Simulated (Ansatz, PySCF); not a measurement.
System: CH₅Si, net charge 0, doublet state. It need not be the lowest isomer of its formula. SMILES: C[SiH2]
Geometry: optimised at B3LYP-D3(BJ)/def2-TZVP (Ansatz, a program for electronic structure).


Property: enthalpy of formation at 298 K (from the atomisation energy, B3LYP-D3(BJ)/def2-TZVP harmonic zero-point and thermal terms from PySCF, and the atoms' enthalpies of formation in the G2/97 table, which holds older values for B and Si; no spin-orbit terms, and no core term in the frozen-core levels), in eV. Valence correlation only, unless marked. Open shells are spin-unrestricted. No spin-orbit coupling. No relativistic terms. The coupled-cluster limit lacks core correlation, which all-electron functionals hold. Basis-set limits of correlation are two-point, X^-3; Hartree-Fock from the larger set. The bracket is a focal-point correction in the basis named.

| level | program | enthalpy of formation at 298 K (eV) |
|---|---|---|
| PBE0-D3(BJ)/def2-TZVP | Ansatz + dftd3 | 1.46 |
| MP2/def2-TZVPP | Ansatz | 1.98 |

Q: Predict the RI-MP2/CBS(def2-TZVPPD,def2-QZVPPD)+[CCSD(T)-MP2]/def2-TZVPPD result (Ansatz).

A: 1.42 eV
